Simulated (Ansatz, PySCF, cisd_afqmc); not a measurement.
Reaction: C2H2 (SMILES C#C) → C2H2+ (parent SMILES C#C, doublet) + e-
Each species at its own B3LYP-D3(BJ)/def2-TZVP minimum (Ansatz, a quantum-chemistry and plane-wave program).

Quantity: adiabatic ionisation energy (0 K, zero-point energies from PySCF's Hessians at B3LYP-D3(BJ)/def2-TZVP), in eV. Radicals and triplets start from unrestricted determinants; spin-orbit coupling is neglected. Cores are frozen in correlated methods. Rows without X2C or -DK are non-relativistic. AFQMC is phaseless with a CISD trial state; ± is one standard error, without the phaseless bias. Outlying blocks are dropped, and bars are widened where a walk drifts. Over all cases where full CI ran beside it in this data, AFQMC minus full CI had a median of +0.1 mEh and passed +0.4 mEh in a tenth of the cases. CBS(X,Y): correlation extrapolated as X^-3, Hartree-Fock from the larger set (Q,5: extrapolated as (X+1)exp(-9√X)). A bracket is a step between two methods taken in the basis named. Functionals run without relativity, which enters their misses. 'core' is core correlation in cc-pwCVTZ, 'X2C' scalar relativity in cc-pVTZ-DK, both at CCSD(T).

Measured: 11.40 eV (CCCBDB table in ASE).

```tsv
level	program	adiabatic ionisation energy (eV)	error against that value
B3LYP/def2-TZVPD	Ansatz	11.24	-0.16
MP2/cc-pVTZ	Ansatz	11.43	0.03
CCSD/CBS(cc-pVQZ,cc-pV5Z)	Ansatz	11.24	-0.16
CCSD(T)/cc-pVTZ	Ansatz	11.25	-0.15
CCSDTQ/cc-pVDZ	Ansatz	10.95	-0.45
AFQMC/CISD/cc-pVTZ	cisd_afqmc	11.28 ± 0.02	-0.12
CCSD(T)/CBS(cc-pVQZ,cc-pV5Z) + [CCSDT(Q) - CCSD(T)]/cc-pVDZ + core + X2C	Ansatz	11.41	0.01
CCSD(T)/CBS(cc-pVQZ,cc-pV5Z) + [CCSDT(Q) - CCSD(T)]/cc-pVTZ + [CCSDTQ - CCSDT(Q)]/cc-pVDZ + core + X2C	Ansatz	11.40	0.00
```
